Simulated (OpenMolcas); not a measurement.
**One shape, several levels: C4H8 (isobutene)**

Aim: a comparison of 6 runs (HF/3-21G, HF/6-31G*, BLYP/6-31G*, SVWN5/6-31G*, revPBE/6-31G*, MP2/6-31G*) of C4H8 (isobutene). 

The calculation is run with OpenMolcas 26.06.

## Step 1: The structure to begin with

The species is C4H8 (12 atoms), meant as a singlet with charge 0. SMILES: `C=C(C)C`. The C2–C4 distance was set to 1.944 Å, away from the relaxed value.

Bond lengths: C1–C2 1.329 Å, C2–C3 1.496 Å, C1–H5 1.085 Å, C1–H6 1.085 Å, C3–H7 1.095 Å, C3–H8 1.091 Å, C3–H9 1.095 Å, C4–H10 1.095 Å, C4–H11 1.091 Å, C4–H12 1.095 Å. Some angles: C1–C2–C3 122.2°, C2–C1–H5 121.4°, C2–C1–H6 121.4°, C2–C3–H7 110.8°, C2–C3–H8 111.8°, C2–C3–H9 110.8°, H5–C1–H6 117.1°, H7–C3–H8 108.4°, H7–C3–H9 106.5°, H8–C3–H9 108.4°. A long bond or contact: C2–C4 1.944 Å.

## Step 2: A single-point energy at HF/3-21G (run 1)

Contents of mol.inp:

```
>>> EXPORT MOLCAS_PRINT=2
&GATEWAY
BASLIB=$CurrDir
COORD
12
angstrom
C       -0.711887       1.676319       0.084115
C       -0.217877       0.461529       0.300025
C       -0.084807      -0.110931       1.675395
C        0.379100      -0.686080      -1.151630
H       -0.803247       2.079979      -0.918355
H       -1.041867       2.306609       0.902705
H       -0.654437      -1.042071       1.765315
H       -0.436957       0.583129       2.439315
H        0.958863      -0.362871       1.891935
H       -0.178340      -1.628870      -1.155760
H        0.254300      -0.208180      -2.123920
H        1.435040      -0.949860      -1.029100
BASIS=3-21G
GROUP=NoSym
&SEWARD
&SCF
THRESHOLDS=1e-10 1e-07 1e-07 1e-05
PRORBITALS=0
```

The basis set 3-21G is read from a file made from the Basis Set Exchange's data (not shown).

The run is started by

```sh
export MOLCAS_MEM=1860
pymolcas mol.inp > mol.log
```

Output:

```text
--- Start Module: gateway ---
[...]
--- Stop Module: gateway /rc=_RC_ALL_IS_WELL_ ---
--- Start Module: seward ---
[...]
      Basis functions           52
--- Stop Module: seward /rc=_RC_ALL_IS_WELL_ ---
--- Start Module: scf ---
[...]
       Convergence after  13 Iterations
[...]
::    Total SCF energy                               -155.1912209981
[...]
      Total spin, S                                     0.0000000000
[...]
      Total electronic charge=   32.000000
      Total            charge=   -0.000000
[...]
      Dipole Moment (debye):
      Origin of the operator (angstrom)=   -0.1444    0.3010    0.2262
                   X=  1.8859E-01               Y= -4.6305E-01               Z=  7.3930E-02           Total=  5.0542E-01
      Quadrupole Moment (debye*angstrom):
[...]
--- Stop Module: scf /rc=_RC_ALL_IS_WELL_ ---
[...]
```

Run time: 2.1 s. Hardware: 1 thread of Arm Neoverse V1, shared host; peak memory 0.38 GiB.

## Step 3: The energy at HF/6-31G(d) (spherical functions) (run 2)

Contents of coord.xyz:

```xyz
12

C     -0.711887     1.676319     0.084115
C     -0.217877     0.461529     0.300025
C     -0.084807    -0.110931     1.675395
C      0.379100    -0.686080    -1.151630
H     -0.803247     2.079979    -0.918355
H     -1.041867     2.306609     0.902705
H     -0.654437    -1.042071     1.765315
H     -0.436957     0.583129     2.439315
H      0.958863    -0.362871     1.891935
H     -0.178340    -1.628870    -1.155760
H      0.254300    -0.208180    -2.123920
H      1.435040    -0.949860    -1.029100
```

Contents of test.input:

```
>>> EXPORT MOLCAS_PRINT=2
&GATEWAY
BASLIB
$CurrDir
COORD
coord.xyz
BASIS
6-31Gs
GROUP
NoSym
&SEWARD
&SCF
THRESHOLDS
1e-10 1e-07 1e-07 1e-05
PRORBITALS
1 1
```

The basis set 6-31G* is read from a file made from the Basis Set Exchange's data (not shown).

The run is started by

```sh
export MOLCAS_MEM=1860
pymolcas test.input > test.log
```

Output:

```text
--- Start Module: gateway ---
[...]
--- Stop Module: gateway /rc=_RC_ALL_IS_WELL_ ---
--- Start Module: seward ---
[...]
      Basis functions           72
--- Stop Module: seward /rc=_RC_ALL_IS_WELL_ ---
[...]
--- Start Module: scf ---
[...]
       Convergence after  13 Iterations
[...]
::    Total SCF energy                               -156.0495577386
[...]
      Total spin, S                                     0.0000000000
[...]
      Total electronic charge=   32.000000
      Total            charge=   -0.000000
[...]
      Dipole Moment (debye):
      Origin of the operator (angstrom)=   -0.1444    0.3010    0.2262
                   X=  1.6016E-01               Y= -3.9654E-01               Z=  8.0405E-02           Total=  4.3515E-01
      Quadrupole Moment (debye*angstrom):
[...]
--- Stop Module: scf /rc=_RC_ALL_IS_WELL_ ---
[...]
```

It took 3.9 s on 1 thread of Arm Neoverse V1, shared host; peak memory 0.42 GiB.

Runs 3 to 5 aren't shown in full; the table further down has their settings and results.

## Step 4: A single-point energy at MP2/6-31G(d) (spherical functions) (run 6)

Contents of calc.input:

```
&GATEWAY
 BasLib = $CurrDir
 Coord
 12
 angstrom
 C       -0.711887       1.676319       0.084115
 C       -0.217877       0.461529       0.300025
 C       -0.084807      -0.110931       1.675395
 C        0.379100      -0.686080      -1.151630
 H       -0.803247       2.079979      -0.918355
 H       -1.041867       2.306609       0.902705
 H       -0.654437      -1.042071       1.765315
 H       -0.436957       0.583129       2.439315
 H        0.958863      -0.362871       1.891935
 H       -0.178340      -1.628870      -1.155760
 H        0.254300      -0.208180      -2.123920
 H        1.435040      -0.949860      -1.029100
 Basis = 6-31Gs
 Group = NoSym

&SEWARD

&SCF
 Thresholds = 1e-10 1e-07 1e-07 1e-05
 PrOrbitals = 1 2

&MBPT2
 Frozen = 4
```

The basis set 6-31G* is read from a file made from the Basis Set Exchange's data (not shown).

The run is started by

```sh
export MOLCAS_MEM=1860
pymolcas calc.input > calc.log
```

Output:

```text
--- Start Module: gateway ---
[...]
--- Stop Module: gateway /rc=_RC_ALL_IS_WELL_ ---
[...]
      Basis functions           72
[...]
--- Start Module: scf ---
[...]
       Convergence after  13 Iterations
[...]
::    Total SCF energy                               -156.0495577386
[...]
      Total spin, S                                     0.0000000000
[...]
      Total electronic charge=   32.000000
      Total            charge=   -0.000000
[...]
      Dipole Moment (debye):
      Origin of the operator (angstrom)=   -0.1444    0.3010    0.2262
                   X=  1.6016E-01               Y= -3.9654E-01               Z=  8.0405E-02           Total=  4.3515E-01
      Quadrupole Moment (debye*angstrom):
[...]
--- Stop Module: scf /rc=_RC_ALL_IS_WELL_ ---
[...]
--- Start Module: mbpt2 ---
[...]
WARNING!
Default frozen orbitals as non valence orbitals is overwritten by user input.
Default values:   4
[...]
       Reference weight ( Cref**2 )         =        0.84104
::    Total MBPT2 energy                             -156.5654645547
[...]
      Total MBPT2 calculations                           0.13      0.15
--- Stop Module: mbpt2 /rc=_RC_ALL_IS_WELL_ ---
[...]
```

Run time: 4.2 s. Hardware: 1 thread of Arm Neoverse V1, shared host; peak memory 0.42 GiB.

## Step 5: The series

| run | level | integration grid | frozen core orbitals | energy (Eh) | dipole moment (D) of the reference | HOMO energy (eV) | LUMO energy (eV) | wall time |
| --- | --- | --- | --- | --- | --- | --- | --- | --- |
| 1 | HF/3-21G | – | – | -155.191221 | 0.51 | -9.61 | 5.33 | 2.1 s |
| 2 | HF/6-31G* (spherical functions) | – | – | -156.049558 | 0.44 | -9.56 | 5.28 | 3.9 s |
| 3 | BLYP/6-31G* (spherical functions) | UltraFine | – | -157.071434 | 0.46 | -5.58 | 0.24 | 28 s |
| 4 | SVWN5/6-31G* (spherical functions) | UltraFine | – | -155.647606 | 0.51 | -5.89 | -0.11 | 18 s |
| 5 | revPBE/6-31G* (spherical functions) | UltraFine | – | -157.121154 | 0.46 | -5.74 | 0.12 | 26 s |
| 6 | MP2/6-31G* (spherical functions) | – | 4 | -156.565465 | 0.44 | -9.56 | 5.28 | 4.2 s |

## Step 6: Summary of results

| quantity | value |
| --- | --- |
| run 6: total energy | -156.56546 Eh |
| run 6: dipole moment (mean-field density) | 0.44 D |
| run 6: HOMO energy (Hartree–Fock orbitals) | -9.56 eV |
| run 6: LUMO energy (Hartree–Fock orbitals) | 5.28 eV |
| run 6: HOMO–LUMO gap (Hartree–Fock orbitals) | 14.84 eV |
| run 6: correlation energy (4 core orbitals frozen) | -515.9 mEh |

**Reading.** Over runs 1, 2, 3, 4, 5 the dipole moment (its size) runs from 0.44 D (HF/6-31G*) to 0.51 D (SVWN5/6-31G*). Over runs 1, 2, 3, 4, 5 the HOMO–LUMO gap runs from 5.79 eV (SVWN5/6-31G*) to 14.94 eV (HF/3-21G). The two ends differ in method and basis. Totals of different functionals can't be ranked against each other. All runs together took 83 s, the longest 28 s.
